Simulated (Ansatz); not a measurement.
The inner images of a band of FH + H4Si (7 atoms, charge 0, multiplicity 1) are given out of order.

Method: Ansatz 0.2.0, RKS PBE0-D4/def2-TZVP.

Image 0:

```xyz
7
Properties=species:S:1:pos:R:3
Si 0.313 -0.001 -0.192
H 0.022 -0.004 1.274
H 1.786 0.001 -0.353
H -0.279 1.219 -0.790
H -0.277 -1.219 -0.794
F -2.628 0.003 1.751
H -1.703 0.001 1.744
```

Image 8:

```xyz
7
Properties=species:S:1:pos:R:3
Si -0.279 0.001 -0.732
H -0.368 -0.003 3.380
H 0.934 0.000 0.119
H -0.327 1.221 -1.572
H -0.328 -1.217 -1.575
F -1.564 0.001 0.225
H -0.835 -0.002 2.796
```

**Question.** Put them in order from the first end to the last, with their energies above the first end.
A.
```xyz
7
Properties=species:S:1:pos:R:3
Si -0.330 0.001 -0.615
H -0.128 -0.003 2.954
H 0.821 -0.001 0.317
H -0.317 1.223 -1.453
H -0.319 -1.218 -1.456
F -1.683 0.001 0.241
H -0.810 -0.002 2.652
```
B.
```xyz
7
Properties=species:S:1:pos:R:3
Si -0.360 0.001 -0.158
H 0.063 -0.002 1.855
H 1.137 -0.001 0.111
H -0.532 1.299 -0.823
H -0.534 -1.295 -0.827
F -1.833 0.000 0.633
H -0.707 -0.001 1.849
```
C.
```xyz
7
Properties=species:S:1:pos:R:3
Si -0.380 0.001 -0.331
H 0.033 -0.002 2.145
H 0.966 -0.001 0.314
H -0.453 1.281 -1.054
H -0.455 -1.278 -1.058
F -1.764 0.000 0.496
H -0.713 -0.002 2.129
```
D.
```xyz
7
Properties=species:S:1:pos:R:3
Si 0.236 0.000 -0.099
H 0.128 -0.002 1.396
H 1.685 -0.001 -0.402
H -0.415 1.222 -0.626
H -0.417 -1.220 -0.628
F -2.428 0.001 1.344
H -1.554 0.000 1.655
```
E.
```xyz
7
Properties=species:S:1:pos:R:3
Si -0.360 0.001 -0.476
H -0.022 -0.002 2.499
H 0.840 -0.001 0.392
H -0.372 1.239 -1.284
H -0.373 -1.235 -1.288
F -1.716 0.000 0.379
H -0.763 -0.002 2.419
```
F.
```xyz
7
Properties=species:S:1:pos:R:3
Si -0.181 0.000 -0.035
H 0.028 -0.002 1.650
H 1.316 -0.001 -0.037
H -0.541 1.275 -0.687
H -0.543 -1.273 -0.690
F -1.903 0.000 0.855
H -0.942 -0.001 1.585
```
G.
```xyz
7
Properties=species:S:1:pos:R:3
Si 0.061 0.000 -0.040
H 0.084 -0.002 1.492
H 1.516 -0.001 -0.212
H -0.515 1.238 -0.622
H -0.516 -1.235 -0.624
F -2.107 0.000 1.079
H -1.288 -0.001 1.568
```

**Answer.** D (+3.1 kJ/mol), G (+40.0 kJ/mol), F (+130.8 kJ/mol), B (+32.4 kJ/mol), C (-48.7 kJ/mol), E (-86.5 kJ/mol), A (-95.3 kJ/mol).

Time of the run: 81 s on 2 threads of Arm Neoverse V1 (shared host), peak memory 0.15 GiB.
